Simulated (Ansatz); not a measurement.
# H4NP, SMILES NP: the interaction energy of a dimer with the counterpoise correction

Computed with Ansatz 0.2.0 through its Python package.

At the Python prompt:
```pycon
>>> import ansatz as az
>>> config = {
...     'basis': 'def2-SVP',
...     'xc': 'B3LYP',
... }
>>> FIRST = [
...     ('N', (0.293, -0.8078, 0.1003)),
...     ('P', (-0.5822, 0.7117, -0.0985)),
...     ('H', (0.0225, -1.3942, -0.7032)),
...     ('H', (0.01, -1.2481, 0.9218)),
...     ('H', (0.2061, 1.2698, -1.1554)),
...     ('H', (0.0506, 1.4688, 0.935)),
... ]
>>> SECOND = [
...     ('N', (-1.1387, -2.9151, 1.609)),
...     ('P', (-1.4695, -4.6327, 1.3749)),
...     ('H', (-1.2461, -2.48, 0.6807)),
...     ('H', (-0.2206, -2.7927, 1.9106)),
...     ('H', (-2.8931, -4.555, 1.2436)),
...     ('H', (-1.4981, -5.0414, 2.7438)),
... ]
>>> def energy(atoms, ghosts=()):
...     molecule = az.Crystal.molecule()
...     for symbol, xyz in atoms:
...         molecule = molecule.atom(symbol, xyz)
...     calc = (
...         molecule.calculation()
...         .basis(gaussian=config['basis'])
...         .functional(config['xc'])
...     )
...     deck = calc.input()
...     if ghosts:
...         deck = deck.set(az.key.basis.gaussian.ghost_atoms, [{'symbol': s, 'position_ang': list(xyz)} for s, xyz in ghosts])
...     return az.Session.from_dict(deck).plan().execute().report['free_energy_ev']
...
>>> # ghost atoms carry the functions of the partner
>>> both = energy(FIRST + SECOND)

>>> alone = energy(FIRST) + energy(SECOND)
>>> ghosted = energy(FIRST, SECOND) + energy(SECOND, FIRST)
>>> print(f'dimer {both:.6f} eV')
dimer -21679.567729 eV
>>> print(f'interaction, uncorrected   {23.060548 * (both - alone):8.3f} kcal/mol')
interaction, uncorrected      3.658 kcal/mol
>>> print(f'interaction, counterpoise  {23.060548 * (both - ghosted):8.3f} kcal/mol')
interaction, counterpoise     5.856 kcal/mol
>>> print(f'basis-set superposition    {23.060548 * (alone - ghosted):8.3f} kcal/mol')
basis-set superposition       2.198 kcal/mol
```

Uncorrected it is 3.658 kcal/mol, with the counterpoise correction 5.856 kcal/mol; the difference, 2.20 kcal/mol, is the superposition error. In this basis both values are repulsive.

Notes:
- Total energies depend on the basis set; only differences at equal settings carry meaning.
- The dimer is a generated trial pose of unrelaxed monomers, not a minimum, so the figure is no binding energy, and the basis set is small.
- b3lyp holds the VWN-RPA fit, as in Gaussian; the form of ORCA and Turbomole is b3lyp5.
- This level lacks the dispersion part of the attraction (electrostatics and induction are there), which can decide the sign where the interaction is weak.
- Run time: 10 s on 1 thread of Arm Neoverse V2, on a shared host, peak memory 0.25 GiB.

(Lines on the test bed's own set-up are left out of the output.)
